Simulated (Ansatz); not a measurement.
fcc Pd was calculated with LDA (PAW; Ansatz, a first-principles code).

Run with plane-wave cutoff 520 eV, 28×28×28 k mesh, Fermi–Dirac smearing 0.041 eV (set by the program), scalar-relativistic PAW data made under PBE.

Computed at the level's own relaxed cell.

Hill averages of the elastic tensor: K = 226.6 GPa, G = 55.7 GPa. Volume 14.152 Å³/atom, mean atomic mass 106.420 u.

Work out the density, the sound velocities of a polycrystal and the elastic Debye temperature, and Pugh's ratio at this level.

ρ = 1.66054 × 106.420/14.152 = 12.487 g/cm³. v_l = √[(K + 4G/3)/ρ] = 4.909 km/s and v_t = √(G/ρ) = 2.112 km/s. The mean follows from 3/v_m³ = 1/v_l³ + 2/v_t³: v_m = 2.386 km/s. Θ_D = (ħ/k_B) v_m (6π²/V)^(1/3) = 76.38 K Å s/km × 2.386 × 1.6114 Å⁻¹ = 294 K, counting all atoms of the cell. K/G = 4.07, to be set beside Pugh's rough bound of 1.75 between brittle and ductile metals.
